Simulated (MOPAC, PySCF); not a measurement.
# Band gap of rock-salt LiCl: levels of theory against measurement

Reference value: 9.4 eV (measured, low temperature, zero-point motion not removed; as tabulated in Chen et al. (2018), doi:10.1103/physrevmaterials.2.073803).

| level (code) | value (eV) | cell (Å³/atom) |
|---|---|---|
| PM7 semi-empirical Hartree-Fock (MOPAC) | 4.92 | 14.75 |
| PBE (PySCF) | 6.27 ± 0.03 | 16.97 |
| PBE0 (PySCF) | [?] | 16.97 |
| Hartree–Fock (PySCF) | 15.27 ± 0.08 | 16.97 |
| G0W0@PBE (PySCF) | 8.91 ± 0.10 | 16.97 |

Q: What belongs in the gaps?

A: 
- PBE0 (PySCF), value (eV): 8.45 ± 0.02

Differences against the reference: PM7 semi-empirical Hartree-Fock (MOPAC) -4.48 eV, PBE -3.13 eV, PBE0 -0.95 eV, Hartree–Fock +5.87 eV, G0W0@PBE -0.49 eV.

Leaving aside PM7 semi-empirical Hartree-Fock (MOPAC) (doubt noted below): Of the ranked levels G0W0@PBE (-0.49 eV) comes nearest. Among them Hartree–Fock (+5.87 eV) misses by most.

Semilocal Kohn–Sham gaps run low as a rule, and all computed gaps are for a static lattice, while measured ones hold electron–phonon shifts unless said otherwise.  A ± on a computed value is a rough bar: the spread of its extrapolation, a floor set from checks against published values, or a statistical error. PM7 semi-empirical Hartree-Fock (MOPAC): the gap is read on the k mesh or supercell of the run alone and can be too large. PM7 semi-empirical Hartree-Fock (MOPAC): the method was fitted mainly to molecules. PM7 semi-empirical Hartree-Fock (MOPAC): gaps of these semi-empirical methods are Hartree–Fock-like level differences, and their formation enthalpies are fitted 298 K values. Values are at the measured cell; PM7 semi-empirical Hartree-Fock (MOPAC) at the level's own equilibrium cell.

Differences are worked out from the printed values.
